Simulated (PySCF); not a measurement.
Structure with atom numbers: `[CH3:1][CH2:2][CH2:3][CH2:4][CH3:5]`. Hydrogens are named by the atom that carries them.

GIAO shifts from PySCF on PBE0-D3(BJ)/def2-TZVP geometries (one conformer, non-relativistic, equivalent nuclei averaged), against TMS at the same level and in the same medium; PCM means IEF-PCM chloroform.

Measured (solution, CDCl3, 298 K; Fulmer et al., Organometallics 2010, 29, 2176): C1/C5 14.1, C2/C4 22.4, C3 34.2, H(C1)/H(C5) 0.88 ppm.

Question: Which unscaled values do B97-2/pcSseg-2, gas; WP04/pcSseg-2, PCM; wB97X-D/pcSseg-2, PCM give, and how close are they?

Answer: 
| atoms | measured | B97-2/pcSseg-2, gas | WP04/pcSseg-2, PCM | wB97X-D/pcSseg-2, PCM |
| --- | --- | --- | --- | --- |
| C1/C5 | 14.1 | 17.8 | 18.9 | 17.5 |
| C2/C4 | 22.4 | 29.6 | 31.1 | 29.2 |
| C3 | 34.2 | 40.8 | 40.8 | 40.8 |
| H(C1)/H(C5) | 0.88 | 0.98 | 0.94 | 0.96 |

Mean absolute error for $^{13}$C: B97-2/pcSseg-2, gas 5.8, WP04/pcSseg-2, PCM 6.7, wB97X-D/pcSseg-2, PCM 5.6 ppm.

Mean absolute error for $^{1}$H: B97-2/pcSseg-2, gas 0.10, WP04/pcSseg-2, PCM 0.06, wB97X-D/pcSseg-2, PCM 0.08 ppm.
